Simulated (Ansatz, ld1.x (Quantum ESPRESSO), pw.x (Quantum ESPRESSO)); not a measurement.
## What a changed setting does to a pw.x run (diamond Pd)

Potential: PAW, ld1.x (Quantum ESPRESSO) 7.5, LDA (PW92); core [Kr], reference 4d9.5 5s0 5p0; waves: 5s (bound, empty): rcut 1.85, rcutus 2.50 bohr; 5s channel at 2.8 Ry: rcut 1.85, rcutus 2.50 bohr; 5p (bound, empty): rcut 3.05, rcutus 3.20 bohr; 5p channel at 0.45 Ry: rcut 3.05, rcutus 3.20 bohr; 4d (bound): rcut 1.65, rcutus 2.05 bohr; 4d channel at 3.55 Ry: rcut 1.65, rcutus 2.05 bohr; local part: all-electron potential smoothed inside 2.36 bohr (lloc = -1); core correction: Bessel-smoothed model core, default radius (core density twice the valence density); augmentation: BESSEL, radius 1.80 bohr.

The reference run (k-mesh 8³, cutoffs 50/400 Ry, Fermi–Dirac 0.01 Ry, mixing_beta 0.4, conv_thr 1e-9, no spin) gives -0.15 GPa at 22.196 Å³/atom, where all-electron LAPW gives -0.01 GPa. This run, with its own iteration cap, changes ecutrho/ecutwfc to 1, a wrong or extreme entry chosen on purpose.

```
&control
  calculation='scf', prefix='x', pseudo_dir='./', outdir='./tmp', tstress=.true., disk_io='none'
/
&system
  ibrav=0, nat=2, ntyp=1, ecutwfc=50, ecutrho=50, nbnd=18,
  occupations='smearing', smearing='fd', degauss=0.01
/
&electrons
  conv_thr=1e-09, mixing_beta=0.4, electron_maxstep=70
/
ATOMIC_SPECIES
Pd 1.0 Pd.UPF
CELL_PARAMETERS angstrom
  0.00000000 2.81033595 2.81033595
  2.81033595 0.00000000 2.81033595
  2.81033595 2.81033595 0.00000000
ATOMIC_POSITIONS crystal
Pd 0.0000 0.0000 0.0000
Pd 0.2500 0.2500 0.2500
K_POINTS automatic
8 8 8 0 0 0
```

```bash
pw.x < Pd.scf.in > Pd.scf.out
```

How does the run end?

It stops with "set_cutoff: ecutrho <= ecutwfc?!?".

```
Error in routine set_cutoff (1):
     ecutrho <= ecutwfc?!?
```

The run took about 0.1 s on one core of a shared host (Neoverse-V2, 32 threads, 247 GiB, load 25).
